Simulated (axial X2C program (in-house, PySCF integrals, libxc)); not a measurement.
**SiS: from the spin-free to the two-component result**

Computed with an axial X2C code built on PySCF integrals. Spin-free means the one-electron spin-free X2C Hamiltonian; two-component (2c) means X2C with spin–orbit coupling and atomic mean-field two-electron Coulomb and Gaunt terms, so the difference of the two also holds small scalar two-electron terms. Basis: S dyall-av3z [9s8p3d2f], Si dyall-v3z [8s7p2d1f] (cores contracted in-house); Gaussian nuclei, density fitting, unrestricted open shells. Masses: S 31.972 u, Si 27.977 u.

Spin-free state: M_S = 0, Λ = 0 (closed shell); fragments S + Si.

```json
{"level": "PBE0", "Re (Å)": "1.937", "ωe (cm⁻¹)": "759.4", "De (eV)": "6.090", "μ (D)": "1.77"}
{"level": "HF", "Re (Å)": "1.917", "ωe (cm⁻¹)": "811.4", "De (eV)": "3.799", "μ (D)": "2.22"}
{"level": "MP2", "Re (Å)": "1.949", "ωe (cm⁻¹)": "743.0", "De (eV)": "6.220", "μ (D)": "n/a"}
{"level": "CCSD", "Re (Å)": "1.940", "ωe (cm⁻¹)": "763.1", "De (eV)": "5.722", "μ (D)": "n/a"}
{"level": "CCSD(T)", "Re (Å)": "1.952", "ωe (cm⁻¹)": "734.7", "De (eV)": "6.003", "μ (D)": "n/a"}
{"level": "PBE50", "Re (Å)": "1.919", "ωe (cm⁻¹)": "794.6", "De (eV)": "5.844", "μ (D)": "1.89"}
```

Correlated methods: 10 electrons correlated (number of frozen shells: S 2 s, 1 p; Si 2 s, 1 p), 168 virtual spin orbitals or spinors in MP2, 88 natural virtuals in coupled cluster.

Dipoles are positive if Si is the positive end.

Two-component determinant lowest at the distance of the search:

Ω = 0 (closed shell); fragments S + Si.

```
  level  Re (Å)  ωe (cm⁻¹)  De (eV)  μ (D)
   PBE0   1.938      759.2    6.087   1.77
     HF   1.917      811.2    3.792   2.22
    MP2   1.949      742.8    6.205    n/a
   CCSD   1.940      763.0    5.707    n/a
CCSD(T)   1.953      734.6    5.981    n/a
  PBE50   1.920      794.4    5.841   1.89
```

Task: From the two tables, how do the constants change at the CCSD(T) level (2c against spin-free)?

Result: At the CCSD(T) level Re is unchanged within 0.001 Å and ωe is unchanged to within 0.2 cm⁻¹; De is not compared, since the atomic limits differ or miss part of their spin–orbit lowering.

Occupations by symmetry block were frozen at the best pattern of an incomplete PBE0 search. The closed shell is kept restricted, so the energy runs too high when the bond is stretched far. De is counted from the lowest determinant-based energies of the atoms at the same level, without counterpoise correction. CCSD and (T) use frozen natural virtuals with an MP2 correction for the truncation; (T) itself is uncorrected, so its De runs slightly low. A 2c atom that is not at its ground J level misses part of its spin–orbit lowering, and De is too large by that part (0.04 eV or less for light atoms). This holds for PBE0, MP2, CCSD, CCSD(T), PBE50. Without a current term, density functionals place determinants with orbital angular momentum somewhat too high.
